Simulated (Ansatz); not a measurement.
Consider the substitution at a C–O bond: `C/C=C/O` + H–F → `C/C=C\F` + H₂O.

Calculated with Ansatz (gas phase, PBE0-D4/def2-TZVP geometries, no zero-point term in ΔE). CBS: MP2 limit from def2 TZ/QZ plus the TZ coupled-cluster correction, frozen cores. This one scheme is used for every species. Double bonds are as drawn, so ΔE can hold a change between cis and trans. DFT in def2-TZVPP. B3LYP here is the variant with VWN-RPA as its local correlation; programs differ in this. One conformer a species, not always the lowest.

| level | ΔE (kJ/mol) |
| --- | --- |
| r2SCAN-D4 | 6.2 |
| B3LYP-D4 | 5.3 |
| ωB97X-V | 4.9 |
| ωB97M-V | 5.1 |
| B2PLYP | 6.6 |
| PBE | 7.5 |
| MP2/def2-TZVPP | 14.3 |
| MP2/CBS(def2) | 14.2 |

What does CCSD(T)/CBS give? (An estimate is asked.)

Computed: +9.0 kJ/mol. The listed levels differ from it by -2.8, -3.7, -4.1, -3.9, -2.4, -1.5, 5.3, 5.2 kJ/mol.

Largest T1 diagnostic among the species: 0.011.

In def2-TZVPP, CCSD(T) changes the Hartree–Fock value by +8.3 kJ/mol (the triples alone add +1.4 kJ/mol) and MP2 by +13.4 kJ/mol.
